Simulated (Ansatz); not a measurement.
# CH5B: geometry optimisation in Python

Wanted for CH5B: a geometry optimisation.

Program: Ansatz 0.2.0, driven from Python. Level of theory: r2SCAN/def2-SVP. These are calculated values, not measurements.

## Step 1: The structure

Bond lengths: B1–C2 1.613 Å, B1–H3 1.091 Å, B1–H4 1.150 Å, C2–H5 1.093 Å, C2–H6 1.114 Å, C2–H7 1.089 Å. Angles: B1–C2–H5 109.2°, B1–C2–H6 108.7°, B1–C2–H7 112.9°, H5–C2–H6 108.6°, H5–C2–H7 109.4°, H6–C2–H7 107.9°, C2–B1–H3 123.4°, C2–B1–H4 115.5°, H3–B1–H4 121.1°.

The script holds or builds the structure itself.

## Step 2: Script

File ch5b_opt.py:

```python
# -*- coding: utf-8 -*-
'''Geometry optimisation of CH5B.'''

import ansatz as az
import numpy as np

params = {
    'basis_set': 'def2-SVP',
    'xc': 'r2scan',
}


def main():
    geometry = (
        az.Crystal.molecule()
        .atom('B', [-0.2114, -0.91, 0.0454])
        .atom('C', [0.1819, 0.6525, -0.0334])
        .atom('H', [0.4065, -1.6614, 0.5393])
        .atom('H', [-1.2159, -1.1927, -0.439])
        .atom('H', [0.3226, 1.0389, 0.9794])
        .atom('H', [1.1433, 0.7519, -0.5878])
        .atom('H', [-0.5658, 1.2527, -0.5495])
    )

    calc = (
        geometry.calculation()
        .basis(gaussian=params['basis_set'])
        .functional(params['xc'])
    )
    symbols = [site.symbol for site in geometry.cartesian_sites]
    start = np.array([site.position_ang for site in geometry.cartesian_sites], dtype=float)
    def progress(event):
        if event['event'] == 'relax_step':
            row = event['data']
            print(f'step {row["step"]:3d}  E = {row["lagrangian_ev"]:.6f} eV  max force {row["allowed_force_max_ev_ang"]:.4f} eV/A')


    data = calc.relax(force_tolerance=0.01).session().plan().execute(on_event=progress).report
    end = np.array(data['positions_ang'])

    print(f'E = {data["free_energy_ev"]:.6f} eV = {data["free_energy_ev"] / 27.211386246:.7f} Ha')
    print('converged:', data['converged'], ' doubts:', data['published_state_doubts'] or 'none')

    print('bond        before    after (A)')
    for i, j in [(0, 1), (0, 2), (0, 3), (1, 4), (1, 5), (1, 6)]:
        d0, d1 = (np.linalg.norm(xyz[i] - xyz[j]) for xyz in (start, end))
        print(f'{symbols[i]}{i}-{symbols[j]}{j}'.ljust(10), f'{d0:8.4f} {d1:8.4f}')
    for i, j, k in [(1, 0, 2), (1, 0, 3), (2, 0, 3), (0, 1, 4), (0, 1, 5), (0, 1, 6), (4, 1, 5), (4, 1, 6)]:
        u, v = end[i] - end[j], end[k] - end[j]
        print(f'angle {symbols[i]}{i}-{symbols[j]}{j}-{symbols[k]}{k}: {np.degrees(np.arccos(np.clip(u @ v / np.linalg.norm(u) / np.linalg.norm(v), -1, 1))):.2f} deg')

    charges = data['charge_distribution']
    dipole = np.array(charges['dipole_moment_e_ang']) * 4.803205
    print('dipole (D): {:.3f} {:.3f} {:.3f}, length {:.3f}'.format(*dipole, np.linalg.norm(dipole)))
    print('atom  Mulliken   Lowdin')
    for symbol, m, l in zip(symbols, charges['mulliken_charges_e'], charges['lowdin_charges_e']):
        print(f'{symbol:4s} {m:9.3f} {l:8.3f}')


if __name__ == '__main__':
    main()
```

## Step 3: Launch

Started as:

```sh
> python ch5b_opt.py
```

Q: Predict the main results. Wanted: total energy; dipole moment; moves of the relaxation; energy gained; last largest force component.

**Answer**, as computed:

| quantity | value |
| --- | --- |
| total energy | -1791.4949 eV |
| dipole moment | 0.82 D |
| moves of the relaxation | 7 |
| energy gained | 0.335 eV |
| last largest force component | 0.0074 eV/Å |

What this shows: The relaxation took 7 moves; the largest shift is 0.345 Å, of atom 4 (H). Caveats:
- The end point is the stationary point reached from this start; no frequency run checks that it is a minimum, and the basis set is modest.
- The Löwdin charges here are taken after orthogonalising the functions within each atom; they differ from plain Löwdin charges, and their signs can be unphysical.
